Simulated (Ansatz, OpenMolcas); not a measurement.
**SiNH5 (SMILES [SiH3]N): methods side by side**

The species is SiNH5 (7 atoms), meant as a singlet with charge 0. SMILES: `[SiH3]N`. Geometry: relaxed at PBE0-D4/def2-TZVP.

```xyz
7

Si   -0.4130   -0.2927   -0.4224
N     0.6118    0.3487    0.8013
H    -0.0183   -1.7063   -0.6533
H    -1.8132   -0.2171    0.0689
H    -0.3679    0.4027   -1.7440
H     0.3916    1.2382    1.2195
H     1.6091    0.2265    0.7299
```

Quantity: the energy change with the N2–H6 bond stretched from 1.007 to 1.813 Å, in eV. The values are calculated.

| level | kind | program | value (eV) |
| --- | --- | --- | --- |
| HF/def2-TZVP (unrestricted) | Hartree–Fock | OpenMolcas | 3.75 |
| TPSS/def2-TZVP (restricted) | meta-GGA | OpenMolcas | 3.69 |
| BHLYP/def2-TZVP (restricted) | global hybrid | OpenMolcas | 4.25 |
| M06-2X/def2-TZVP (restricted) | hybrid meta-GGA | OpenMolcas | 4.08 |
| wB97M-V/def2-TZVP (restricted) | range-separated hybrid | Ansatz | 4.02 |
| B2PLYP/def2-TZVP (restricted) | double hybrid | Ansatz | 3.91 |
| BCCD(T)/def2-TZVP (restricted) | coupled cluster or CI | Ansatz | 3.71 |
| CCSD/def2-TZVP (restricted) | coupled cluster or CI | Ansatz | 3.85 |

The first shape isn't each level's own minimum. The values span 3.69 to 4.25 eV. Spin contamination of the reference (⟨S²⟩ at least 0.1 too high) touches HF/def2-TZVP.
